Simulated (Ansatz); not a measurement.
2H WS₂

Computed with PBEsol (plane waves, PAW; Ansatz, a quantum-chemistry and plane-wave program).

Numerical settings: plane-wave cutoff 520 eV, 12×12×4 k mesh (along the axes of the cell as run), Fermi–Dirac smearing 0.01 eV, no spin polarisation, scalar-relativistic PAW data made under PBE.

Cell: relaxed at this level.

```json
{
 "equilibrium_volume_per_atom": "18.14 Å³/atom",
 "bulk_modulus": "18.0 GPa",
 "lattice_constant_a": "3.146 Å",
 "lattice_parameter_c": "12.694 Å",
 "band_gap": "1.09 eV",
 "smallest_direct_gap_on_the_k_points_sampled": "1.86 eV",
 "Γ–Γ gap": "2.45 eV"
}
```

Measured, for comparison: bulk modulus 61 ± 1 GPa (room temperature, no zero-point or thermal correction; as tabulated in High pressure x-ray diffraction study of tungsten disulfide, J. Phys. Chem. …); lattice constant a 3.153 Å, lattice parameter c 12.323 Å (300 K, no zero-point or thermal correction; as tabulated in arXiv:1605.07067). Computed (rounded) less measured: bulk modulus -70 %, lattice constant a -0.2 %, lattice parameter c +3.0 %.

Note: the cell comes from a level without a dispersion term, which matters for the spacing of layers, chains or molecules; the bulk modulus comes from volumes at which shape and atoms were relaxed; the cell has widely spaced layers and the level no dispersion term, so their spacing and the moduli can rest on weak binding.

Spin–orbit coupling is not included.

Computed values are for the static lattice.

Computing time: around 8 core-minutes (rough).
